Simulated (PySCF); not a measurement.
BH3 (singlet). Level of theory: PBE in PySCF with B def2-TZVP, H def2-TZVP; no relativity; density-fitted integrals.

Harmonic bands of its minimum:

| ω (cm⁻¹) | IR (km/mol, summed over degenerate members) | degeneracy |
| --- | --- | --- |
| 1121 | 74.0 | 1 |
| 1154 | 22.5 | 2 |
| 2504 | 0.0 | 1 |
| 2639 | 226 | 2 |

Question: The central atom is B. Infer the point group and assign the bands.

Answer: D3h. The modes span a2'' + 2e' + a1': 1121 a2'', 1154 e', 2504 a1', 2639 e'. The computed geometry has B–H 1.199 Å (×3); H–B–H 120.0° (×3).
